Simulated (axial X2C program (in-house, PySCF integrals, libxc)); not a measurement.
Nuclear properties of POH⁺

Computed with an in-house all-electron X2C program for linear molecules (integrals from PySCF): two-component X2C with atomic mean-field Coulomb and Gaunt terms, Gaussian nuclei, basis P dyall-v3z, O dyall-av3z, H dyall-v3z with contracted cores.

P–O–H held linear, with bonds 1.513 and 0.970 Å (near the PBE0 minimum at charge 1 of the determinant lowest at the starting distance; the state shown can have its own minimum elsewhere, held linear; other orders of the atoms were not compared).

Determinant lowest in the PBE0 search, Ω = 1/2 (⟨Sz⟩ = -0.50, ⟨Lz⟩ = 1.00 at PBE0), spin on the atoms P -0.48, O -0.02, H 0.00:

```
level  Eeff magnitude (GV/cm)  Ws magnitude P (kHz)  A∥/gI P (MHz)  qzz P (a.u.)  A∥/gI O (MHz)  qzz O (a.u.)  A∥/gI H (MHz)  qzz H (a.u.)
 PBE0                  0.0223                0.0174            906         -0.37            212          1.35           7.21          0.42
   HF                  0.0436                0.0341            827         -0.65            148          1.43           6.87          0.41
TPSSh                  0.0236                0.0182            840         -0.26            216          1.33           7.18          0.42
```

Determinant 0.04 eV from it at PBE0 and this distance, Ω = 3/2 (⟨Sz⟩ = 0.50, ⟨Lz⟩ = 1.00 at PBE0), spin on the atoms P 0.48, O 0.02, H 0.00:

```json
{"level": "PBE0", "Eeff magnitude (GV/cm)": "0.0258", "Ws magnitude P (kHz)": "0.00669", "A∥/gI P (MHz)": "175", "qzz P (a.u.)": "-0.38", "A∥/gI O (MHz)": "67", "qzz O (a.u.)": "1.35", "A∥/gI H (MHz)": "3", "qzz H (a.u.)": "0.42"}
{"level": "HF", "Eeff magnitude (GV/cm)": "0.0514", "Ws magnitude P (kHz)": "0.0133", "A∥/gI P (MHz)": "224", "qzz P (a.u.)": "-0.66", "A∥/gI O (MHz)": "77.3", "qzz O (a.u.)": "1.42", "A∥/gI H (MHz)": "2.53", "qzz H (a.u.)": "0.41"}
{"level": "TPSSh", "Eeff magnitude (GV/cm)": "0.0266", "Ws magnitude P (kHz)": "0.00685", "A∥/gI P (MHz)": "186", "qzz P (a.u.)": "-0.27", "A∥/gI O (MHz)": "68.2", "qzz O (a.u.)": "1.33", "A∥/gI H (MHz)": "3.13", "qzz H (a.u.)": "0.42"}
```

Eeff is the effective electric field on the electron electric dipole moment in this Ω state and Ws the scalar–pseudoscalar constant of the nucleus named (defined with the proton number Z and per Ω); A∥ (defined per Ω) follows by multiplying with gI = μI/(I μN); qzz is the electric field gradient, eQq0 = 234.96 MHz × Q/barn × qzz. The operators were transformed with the bare-nucleus X2C matrices; with these basis sets, hyperfine constants and field gradients can be off by tens of per cent, and where levels differ in sign neither size nor sign is settled.

(1) With gI(31P) = 2.2632, gI(17O) = -0.7575, Q(17O) = -0.02558 barn, gI(1H) = 5.5857 (g factors from the IAEA table of nuclear moments by Stone; Q from Pyykkö, Mol. Phys. 2018), turn the PBE0 values of the first state into constants in MHz.

The molecule was held linear; bending was not examined, so a bent shape may lie lower.

Each state is one determinant with collinear spin. Unrestricted Hartree–Fock can overshoot spin polarisation at the nuclei. The search compared states at one distance, so a state with another bond length can lie lower. Where a field gradient or hyperfine factor spreads by more than a factor of two over the levels, a constant derived from it is not to be relied on. PBE0 term energies can be off by some tenths of an eV.

Answers

(1) A∥(31P) = 906 × 2.2632 = 2050 MHz; A∥(17O) = 212 × -0.7575 = -161 MHz; eQq0(17O) = 234.96 × (-0.02558) × (1.35) = -8.11 MHz; A∥(1H) = 7.21 × 5.5857 = 40.3 MHz.
